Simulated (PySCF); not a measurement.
## Basis-set dependence of population analyses: `C[C@H](F)CCF`

Compound: C4H8F2.
Z-matrix (Å and degrees, PBE0-D3(BJ)/def2-SVP geometry), rows numbered from 1:
```
C 
C   1  1.5090
F   2  1.3878  1  108.55
C   2  1.5158  1  114.02  3  -120.42
C   4  1.5102  2  112.67  1  -179.79
F   5  1.3765  4  110.00  2    62.49
H   1  1.0994  2  110.26  3   -57.73
H   1  1.0998  2  110.81  3  -177.67
H   1  1.1008  2  110.43  3    61.89
H   2  1.1040  1  110.49  3   116.67
H   4  1.1034  2  109.12  1    59.05
H   4  1.1022  2  109.19  1   -57.93
H   5  1.1023  4  110.13  2   -56.87
H   5  1.1029  4  111.01  2  -177.44
```

PBE0 throughout (PySCF), one geometry, spherical d and f functions. One conformer (not necessarily the lowest) at the PBE0-D3(BJ)/def2-SVP geometry, without solvent, vibrations or thermal averaging. Atoms taken as equivalent share a column and are averaged. The first 7 of 12 kinds of atom are listed.

Mulliken charges (e):

| basis | functions | C1 | C2 | F3 | C4 | C5 | F6 | H7/H8/H9 |
| --- | --- | --- | --- | --- | --- | --- | --- | --- |
| STO-3G | 38 | -0.245 | +0.045 | -0.125 | -0.165 | -0.040 | -0.118 | +0.084 |
| 6-31G | 70 | -0.512 | +0.165 | -0.356 | -0.385 | +0.017 | -0.352 | +0.178 |
| 6-31G* | 100 | -0.562 | +0.233 | -0.360 | -0.410 | +0.038 | -0.347 | +0.184 |
| def2-SVP | 124 | -0.048 | +0.138 | -0.288 | -0.141 | +0.264 | -0.288 | +0.050 |
| 6-311+G(2d,p) | 210 | -0.591 | +0.256 | -0.259 | -0.192 | -0.175 | -0.264 | +0.158 |
| def2-TZVP | 234 | -0.349 | +0.108 | -0.239 | -0.204 | +0.011 | -0.236 | +0.127 |

IAO charges (e):

```tsv
basis	functions	C1	C2	F3	C4	C5	F6	H7/H8/H9
STO-3G	38	-0.411	+0.031	-0.149	-0.291	-0.095	-0.145	+0.139
6-31G	70	-0.449	+0.158	-0.323	-0.298	+0.005	-0.312	+0.155
6-31G*	100	-0.429	+0.190	-0.330	-0.287	+0.045	-0.319	+0.146
def2-SVP	124	-0.419	+0.191	-0.334	-0.281	+0.050	-0.324	+0.143
6-311+G(2d,p)	210	-0.440	+0.189	-0.348	-0.290	+0.041	-0.339	+0.151
def2-TZVP	234	-0.440	+0.193	-0.347	-0.291	+0.045	-0.337	+0.151
```

Hirshfeld charges (e):

```tsv
basis	functions	C1	C2	F3	C4	C5	F6	H7/H8/H9
STO-3G	38	-0.050	+0.087	-0.098	-0.032	+0.063	-0.088	+0.018
6-31G	70	-0.106	+0.078	-0.139	-0.069	+0.038	-0.138	+0.043
6-31G*	100	-0.107	+0.072	-0.127	-0.070	+0.034	-0.125	+0.042
def2-SVP	124	-0.120	+0.068	-0.116	-0.083	+0.025	-0.117	+0.045
6-311+G(2d,p)	210	-0.122	+0.056	-0.122	-0.089	+0.021	-0.125	+0.048
def2-TZVP	234	-0.125	+0.058	-0.118	-0.089	+0.018	-0.120	+0.048
```

ESP-fitted charges (e):

```csv
basis,functions,C1,C2,F3,C4,C5,F6,H7/H8/H9
STO-3G,38,-0.593,+0.355,-0.159,-0.189,-0.043,-0.110,+0.152
6-31G,70,-0.622,+0.543,-0.326,-0.285,+0.219,-0.295,+0.163
6-31G*,100,-0.609,+0.446,-0.258,-0.195,+0.035,-0.210,+0.158
def2-SVP,124,-0.577,+0.475,-0.282,-0.223,+0.127,-0.243,+0.150
"6-311+G(2d,p)",210,-0.714,+0.519,-0.301,-0.270,+0.080,-0.249,+0.186
def2-TZVP,234,-0.695,+0.509,-0.288,-0.259,+0.072,-0.237,+0.180
```

Question: Which scheme is steadiest as the basis changes?

Answer: Largest range over the bases for any column: Hirshfeld 0.08 e, IAO 0.20 e, ESP-fitted 0.26 e, Mulliken 0.54 e. Hirshfeld charges move least and Mulliken charges most, counted in e. Without the minimal STO-3G basis the ranges are Hirshfeld 0.02, IAO 0.04, ESP-fitted 0.18, Mulliken 0.54 e.

Question: How much do the charges still move between the two largest bases, 6-311+G(2d,p) and def2-TZVP?

Answer: At most, over all atoms: Mulliken 0.243 e, IAO 0.004 e, Hirshfeld 0.005 e, ESP-fitted 0.019 e.

Question: What do the same runs give for the total energy, the frontier levels and the dipole moment?

Answer: 
| basis | energy (Eh) | HOMO (eV) | LUMO (eV) | μ (D) |
| --- | --- | --- | --- | --- |
| STO-3G | -351.7986 | -4.93 | 8.49 | 1.23 |
| 6-31G | -356.4564 | -8.86 | 2.67 | 2.37 |
| 6-31G* | -356.5314 | -8.75 | 2.81 | 1.96 |
| def2-SVP | -356.2768 | -8.94 | 1.85 | 2.07 |
| 6-311+G(2d,p) | -356.6585 | -9.11 | 0.35 | 2.23 |
| def2-TZVP | -356.6904 | -9.05 | 1.24 | 2.13 |

The dipole is fixed by the density alone, so its range of 1.14 D shows that the density itself changes with the basis, not only its division among atoms.
